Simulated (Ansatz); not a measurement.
A nudged elastic band was laid between two geometries of FH + H4OSi (8 atoms, charge 0, multiplicity 1).

Method: RKS BLYP-D4/def2-SVP (Ansatz).

```
movable images  : 7
climbing image  : yes
spring          : 5.0 eV/Å²
optimiser       : quadratic models (default)
start path      : through a guess of the saddle point
force threshold : 0.05 eV/Å
iteration limit : 60
end points      : relaxed
```

Image 0:

```xyz
8
Properties=species:S:1:pos:R:3
Si -0.151 0.160 -0.042
O -0.010 -0.037 1.657
H -0.846 -0.017 2.160
H 1.239 0.319 -0.546
H -0.951 1.402 -0.312
H -0.845 -1.003 -0.679
F 1.375 -2.169 1.252
H 0.930 -1.441 1.686
```

Image 8:

```xyz
8
Properties=species:S:1:pos:R:3
Si 0.348 -0.122 -0.402
O -0.531 -0.278 2.435
H -1.077 -1.089 2.390
H 0.981 -0.174 -1.761
H 0.255 1.295 0.049
H -0.981 -0.802 -0.474
F 1.370 -0.979 0.585
H 0.377 -0.637 2.354
```

**Question.** Which bonds break or form, and what moves?

**Answer.** Bonds broken: Si1–O2, F7–H8. Bonds formed: Si1–F7, O2–H8. FH + H4OSi becomes FH3Si + H2O.

**Question.** Give the energies along the band, and the barrier.

**Answer.** The run converged. The highest image is number 3 of 0 to 8, 0.74 eV above the first end and 1.08 eV above the last; the last end lies 0.34 eV below the first. The profile has 2 maxima (images 3, 7) with wells between them (image 5): this band takes more than one step, which may be the mechanism or a detour left from its start path. A vibrational analysis at the climbing image gives one clearly imaginary mode, 547i cm⁻¹: a first-order saddle point. The orbitals stay closed-shell, which can raise the energy where a bond breaks towards radicals; this wasn't checked here.

```csv
image,path coordinate (Å),energy (eV),Si1–O2 (Å),F7–H8 (Å),Si1–F7 (Å)
0,0.00,0.00,1.72,0.96,3.07
1,0.42,0.06,1.73,0.97,2.70
2,0.84,0.39,1.79,1.02,2.29
3,1.26,0.74,1.90,1.27,1.97
4,2.77,-0.21,2.88,1.85,1.67
5,4.29,-0.29,3.18,2.06,1.66
6,5.81,-0.26,3.30,2.02,1.66
7,7.33,-0.23,3.38,2.01,1.66
8,8.85,-0.34,2.97,2.06,1.66
```

**Question.** What is the geometry of the highest image?

**Answer.** 
```xyz
8
Properties=species:S:1:pos:R:3:forces:R:3
Si 0.081 -0.164 -0.028 0.00 0.00 0.00
O 0.075 -0.063 1.870 0.00 0.00 0.00
H -0.794 0.007 2.314 0.00 0.00 0.00
H 1.357 0.297 -0.647 0.00 0.00 0.00
H -0.806 1.072 -0.100 0.00 0.00 0.00
H -0.761 -1.163 -0.763 0.00 0.00 0.00
F 1.023 -1.700 0.763 0.00 0.00 0.00
H 0.565 -1.073 1.768 0.00 0.00 0.00
```

Time of the run: 3.9 min on 1 thread of Arm Neoverse V2, with other jobs on the host, peak memory 0.12 GiB.
